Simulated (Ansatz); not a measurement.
# NO+ (nitrosonium) at CAM-B3LYP/aug-cc-pVTZ

Aim: the energy change on altering one bond length of NO+ (nitrosonium) at CAM-B3LYP/aug-cc-pVTZ, from 2 runs. 

The calculation is run with Ansatz 0.2.0.

1 further run of the same task is left out (set aside as unsound or not needed).

## Step 1: The system as given

NO+ has 2 atoms, charge +1, and is taken as a singlet. SMILES: `N#[O+]`. The bond length is the measured one.

Bond lengths: N1–O2 1.063 Å.

## Step 2: A single-point energy at CAM-B3LYP/aug-cc-pVTZ

The input, in.yaml:

```yaml
basis:
  gaussian: {orbitals: aug-cc-pVTZ}
crystal:
  periodic: [false, false, false]
  atoms:
    - {symbol: N, position_ang: [0.000000, 0.000000, 0.000000]}
    - {symbol: O, position_ang: [0.000000, 0.000000, 1.063220]}
total_charge: 1
hamiltonian: {xc: {name: CAM-B3LYP}}
accuracy: high
output: {orbitals: {seedname: orbitals}}
```

Run with:

```bash
ansatz run in.yaml --threads 1 --pin off --max-ram 3480MiB --events-out events.jsonl --progress --plain --runs-dir runs
```

Output:

```text
Warning: RAYON_NUM_THREADS=1 ignored (pool sized by the plan → 1); use --threads N
Functional definition: CAM-B3LYP
  name "CAM-B3LYP"
  parameter alpha = 0.19
  parameter beta = 0.46
  parameter omega = 0.33/bohr
  parameter ac = 0.81
  exchange = (1 - alpha - beta)*b88_x + beta*b88_x_sr(omega) + alpha*exact_x + beta*exact_x_lr(omega)
  correlation = (1 - ac)*vwn5_c + ac*lyp_c
1267 factors; integrals over basis functions are off by at most 2.7e-9 eV
265 factors; integrals over basis functions are off by at most 1.7e-9 eV
mean field evaluation 1: about -3521.3530 eV, gradient 5.3e1 eV
mean field evaluation 2: about -3513.6171 eV, gradient 8.8e1 eV
mean field evaluation 4: about -3525.0387 eV, gradient 7.4e-1 eV
mean field evaluation 8: about -3525.0384 eV, gradient 2.4e-2 eV
mean field evaluation 16: about -3525.0384 eV, gradient 3.1e-7 eV
mean field -3525.03838351 eV, -129.5427712372 hartree, gradient 2.9e-8 eV, S^2 0.000000; 0 other end points of the search recorded, 0 dependent functions left out
reference -3525.03839416 eV, -129.5427716287 hartree; 7, 7 occupied and 85, 85 virtual orbitals, 1267 factors
Total energy: -3525.03839416 eV, -129.5427716287 hartree
```

Run time: 2 s. Hardware: 1 thread of Arm Neoverse V2, shared host; peak memory 0.18 GiB.

## Step 3: The distorted shape, same level

The input, run.yaml:

```yaml
crystal:
  periodic: [false, false, false]
  atoms:
    - {symbol: N, position_ang: [0.000000, 0.000000, -0.159480]}
    - {symbol: O, position_ang: [0.000000, 0.000000, 1.063220]}
basis:
  gaussian:
    orbitals: aug-cc-pVTZ
total_charge: 1
hamiltonian:
  xc: {name: CAM-B3LYP}
accuracy: high
output: {orbitals: {seedname: orbitals}}
```

Run with:

```bash
ansatz run run.yaml --threads 1 --pin off --max-ram 3480MiB --events-out events.jsonl --progress --plain --runs-dir runs
```

Output, cut to the lines that bear on the results:

```text
Warning: RAYON_NUM_THREADS=1 ignored (pool sized by the plan → 1); use --threads N
[... 8 set-up lines as earlier in the session ...]
1266 factors; integrals over basis functions are off by at most 3.0e-9 eV
273 factors; integrals over basis functions are off by at most 2.6e-9 eV
mean field evaluation 1: about -3516.6313 eV, gradient 6.8e1 eV
mean field evaluation 2: about -3474.9376 eV, gradient 1.7e2 eV
mean field evaluation 4: about -3523.3579 eV, gradient 1.3e0 eV
mean field evaluation 8: about -3523.3593 eV, gradient 1.0e-1 eV
mean field evaluation 16: about -3523.3593 eV, gradient 2.2e-6 eV
mean field -3523.35929195 eV, -129.4810657606 hartree, gradient 6.9e-8 eV, S^2 0.000000; 0 other end points of the search recorded, 0 dependent functions left out
reference -3523.35930242 eV, -129.4810661451 hartree; 7, 7 occupied and 85, 85 virtual orbitals, 1266 factors
Total energy: -3523.35930242 eV, -129.4810661451 hartree
```

Wall time 2 s (1 thread of Arm Neoverse V2, shared host); peak memory 0.18 GiB.

## Step 4: What came out

Level: CAM-B3LYP/aug-cc-pVTZ.

| quantity | value |
| --- | --- |
| first shape: total energy | -129.54277 Eh |
| first shape: HOMO energy | -26.97 eV |
| first shape: LUMO energy | -11.71 eV |
| first shape: HOMO–LUMO gap | 15.26 eV |
| distorted shape: total energy | -129.48107 Eh |
| distorted shape: HOMO energy | -26.54 eV |
| distorted shape: LUMO energy | -13.41 eV |
| distorted shape: HOMO–LUMO gap | 13.13 eV |
| energy change with the N1–O2 bond stretched from 1.063 to 1.223 Å | 1.679 eV |

With the N1–O2 bond stretched from 1.063 to 1.223 Å the energy rises by 1.68 eV (162 kJ/mol). The first shape isn't relaxed at this level, so the change isn't measured from a minimum.
